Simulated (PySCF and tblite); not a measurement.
The numbers below are computed, except where a source is named.
C4H10O, numbered as in [CH3:1][CH2:2][CH2:3][O:4][CH3:5].

Search: ETKDG and KDG, MMFF94s, GFN2-xTB, 150 starts; geometries at GFN2-xTB. Weights use PBE0-D3(BJ)/def2-TZVP (IEF-PCM, chloroform) energies plus GFN2-xTB zero-point and thermal terms (modes under about 100 cm⁻¹ blended into free rotors). Symmetry numbers and mirror images are counted. Conformers within 2.5 kcal/mol (GFN2-xTB free energy) were kept, 6 at most. Programs: PySCF with density fitting and tblite.

Rotational constants are equilibrium values for the commonest isotopes; dipoles come from the energy level named and are polarised by its solvent model.

Torsions listed: C1–C2–C3–O4, C2–C3–O4–C5. Of a mirror pair one member is shown.

| conformer | shape | symmetry | weight % |
| --- | --- | --- | --- |
| 1 | 66°, -179° | C1 (pair) | 49.7 |
| 2 | 180°, 180° | Cs | 36.1 |
| 3 | -60°, -73° | C1 (pair) | 7.1 |
| 4 | -172°, -72° | C1 (pair) | 7.0 |
| 5 | 101°, -70° | C1 (pair) | 0.1 |

Sets of constants, in random order:

| set | A (MHz) | B (MHz) | C (MHz) | abs μa (D) | abs μb (D) | abs μc (D) |
| --- | --- | --- | --- | --- | --- | --- |
| P | 12427 | 2619 | 2389 | 0.41 | 0.94 | 0.90 |
| Q | 8479 | 3247 | 2653 | 1.14 | 0.87 | 0.47 |
| R | 9188 | 3014 | 2821 | 0.21 | 0.34 | 1.50 |
| S | 20115 | 2129 | 2023 | 0.10 | 1.33 | 0.00 |
| T | 14047 | 2409 | 2257 | 0.72 | 1.09 | 0.88 |

Match each set to its conformer.

P is conformer 1, Q is conformer 5, R is conformer 3, S is conformer 2, T is conformer 4.
